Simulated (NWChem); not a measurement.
Species: Li2; SMILES [Li][Li]

Program: NWChem. Pople sets run with spherical d functions. Each level has its own optimisation. Entropies are gas-phase, rigid-rotor, harmonic values for NWChem's default masses at 298.15 K and 1 bar, so the errors hold that model's part too (torsions, anharmonicity).

Measured entropy at 1 bar: 47.1 cal/(mol K) (CRC Handbook, as tabulated in the package chemicals).

```csv
level,entropy at 1 bar (cal/(mol K)),computed − measured
Hartree-Fock/STO-3G,46.8,-0.3
Hartree-Fock/3-21G,47.3,+0.2
Hartree-Fock/6-31G*,47.3,+0.2
B3LYP/6-31G*,47.2,+0.1
"LDA (Slater exchange, VWN5)/def2-SVP",47.3,+0.2
PBE/def2-SVP,47.3,+0.2
BLYP/def2-SVP,47.3,+0.2
PBE0/def2-SVP,47.3,+0.2
```
